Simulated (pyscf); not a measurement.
Elimination: HS–Sn(Cl)(Cl)–Cl (SMILES [SH][Sn]([Cl])([Cl])[Cl]) -> S=Sn(Cl)–Cl (SMILES [S]=[Sn]([Cl])[Cl]) + HCl (SMILES Cl)

Gas phase, singlet surface, charge 0. Bonds broken: S1–H6, Sn2–Cl3. Bonds formed: Cl3–H6. Optimised with ωB97X-D3(BJ)/def2-SVP in PySCF.

Transition state (Å):

```xyz
6

S      1.5795     1.6561     0.5507
Sn     0.2937     0.3324    -0.7406
Cl    -0.4390    -0.6318     1.6281
Cl    -1.7443     0.8584    -1.6888
Cl     0.9374    -1.5853    -1.8531
H      0.5068     0.4004     1.6935
```

One imaginary mode, 322i cm⁻¹; descent along it reached the two sides named, in the forms told below.

| bond | change | reactant side (Å) | saddle | product side |
|---|---|---|---|---|
| S1–H6 | breaks | 1.349 | 2.008 | 2.7 |
| Sn2–Cl3 | breaks | 2.314 | 2.7 | 2.8 |
| Cl3–H6 | forms | 3.2 | 1.402 | 1.301 |

Electronic energies relative to the reactant's lowest minimum found (kcal/mol):

```tsv
level	barrier	reaction energy	reverse barrier
ωB97X-D3(BJ)/def2-TZVP	44.2	+51.6	-7.4
PBE/def2-TZVP	34.2	+40.5	-6.3
r²SCAN/def2-TZVP	38.0	+45.3	-7.3
B3LYP-D3(BJ)/def2-TZVP	39.2	+44.2	-5.0
PBE0-D3(BJ)/def2-TZVP	39.0	+46.7	-7.6
M06-2X/def2-TZVP	42.2	+47.9	-5.6
ωB97M-D3(BJ)/def2-TZVP	42.1	+46.6	-4.5
HF/def2-TZVP	53.9	+47.5	6.4
```

With ωB97M-D3(BJ)/def2-TZVP energies and thermal terms (ideal gas, 1 atm, RRHO with modes under 100 cm⁻¹ raised to 100, one conformer, R ln 2 for chiral ones without a mode under 150 cm⁻¹), in kcal/mol:

| T (K) | ΔH‡ | ΔG‡ | ΔH | ΔG |
|---|---|---|---|---|
| 298 | 40.1 | 41.3 | +45.4 | +36.3 |
| 600 | 39.5 | 42.8 | +44.8 | +27.3 |
| 900 | 39.0 | 44.6 | +44.0 | +18.7 |
| 1200 | 38.6 | 46.5 | +43.2 | +10.4 |

On the product side the descent ends in an adduct with a Cl–Sn contact, 8.8 kcal/mol under the separated species and 1.4 kcal/mol under the saddle at ωB97X-D3(BJ)/def2-TZVP. At ωB97X-D3(BJ)/def2-TZVP, PBE, r²SCAN, B3LYP-D3(BJ), PBE0-D3(BJ), M06-2X, ωB97M-D3(BJ) the saddle lies under the separated products, which points to a path from their complex (located at ωB97X-D3(BJ) alone), and parting the products costs more than the saddle. What is counted as broken (Cl–Sn) persists as a longer contact in the product adduct; parting that adduct is a step of its own. One saddle was located; it need not be the lowest between these sides. Elements past Kr carry the def2 core potentials, without spin-orbit coupling.
